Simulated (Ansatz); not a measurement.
Mulliken charges of H$_{5}$N$_{2}$Si (`N[SiH]N`) radical from r2SCAN/def2-TZVPP in Ansatz (PBE0-D4/def2-TZVP geometry).

```tsv
atom	x (Å)	y (Å)	z (Å)	charge (e)
N1	-1.027	0.622	-0.768	-0.448
Si2	0.528	0.580	-0.051	0.372
N3	0.790	-1.053	0.425	-0.429
H4	-1.818	0.144	-0.365	0.156
H5	-1.297	1.349	-1.407	0.158
H6	0.716	1.354	1.225	-0.120
H7	0.731	-1.794	-0.255	0.159
H8	1.469	-1.261	1.140	0.153
```

Problem. By hand: the dipole of these point charges (1 e Å = 4.8032 D).

Solution. Σ q r = (0.084, -0.016, -0.150) e Å, of length 0.173 e Å = 0.83 D.

Problem. How does the dipole of the full density compare? (Best estimate.)

Solution. Ansatz gave: (-0.113, -0.203, -0.041) e Å, 1.13 D; the point charges give 0.73 times that, at 90° from its direction.

Point charges leave out the atoms' own dipoles, such as those of lone pairs, and Mulliken's split depends on the basis, so the two needn't agree.
